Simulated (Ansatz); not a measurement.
Relaxation of H₄Si (5 atoms, charge 0, multiplicity 1), to a largest force component of 0.03 eV/Å in at most 50 steps.

The calculation used RKS PBE0-D4/def2-TZVP in Ansatz 0.2.0.

```xyz
5
Properties=species:S:1:pos:R:3
Si -0.109 0.000 -1.015
H 1.144 0.000 1.327
H 1.722 0.000 0.908
H -0.775 1.098 -0.183
H -0.775 -1.098 -0.183
```

Question: Where does it end, and by what steps?

Answer: The run converged. After 8 steps the energy has fallen by 0.414 eV; H2 moved furthest, 0.51 Å.

```csv
step,energy less start (eV),largest force component (eV/Å),accepted
0,0.0000,1.358,yes
1,-0.1615,0.542,yes
2,-0.3397,0.721,yes
3,-0.3317,1.357,no
4,-0.3993,0.469,yes
5,-0.4027,0.288,yes
6,-0.4110,0.113,yes
7,-0.4140,0.053,yes
8,-0.4141,0.005,yes
```

```xyz
5
Properties=species:S:1:pos:R:3
Si 0.203 0.000 -0.695
H 0.725 0.000 1.030
H 1.400 0.000 0.548
H -0.560 1.117 -0.014
H -0.560 -1.117 -0.014
```

The run took 6.2 s on 1 thread of Arm Neoverse V2 (shared host), peak memory 0.096 GiB.
